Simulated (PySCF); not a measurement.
dimethyl sulfide (C₂H₆S), SMILES CSC. Heavy atoms are numbered as in [CH3:1][S:2][CH3:3]. Hydrogens are named by the atom that carries them.

Coordinates come from a PBE0-D3(BJ)/def2-TZVP optimisation.

These are PBE/pcSseg-1 (PySCF) values and carry that method's errors.

GIAO shieldings, no solvent; atoms alike by connectivity are averaged. δ = σ(ref) − σ: ¹³C against TMS (σ = 182.0 ppm); ³³S against H2S (σ = 706.5 ppm); ¹H against TMS (σ = 31.49 ppm), references at their B3LYP-D3(BJ)/def2-TZVP geometries, non-relativistic.

| atoms | nucleus | count | δ (ppm) |
|---|---|---|---|
| C1 (CH3) | ¹³C | 2 | 23.3 |
| S2 | ³³S | 1 | [?] |
| H on C1 | ¹H | 6 | 1.96 |

Fill in the missing entries. (An estimate is asked for; the answer gives what the named calculation found.)


- S2, δ (ppm): 133.9
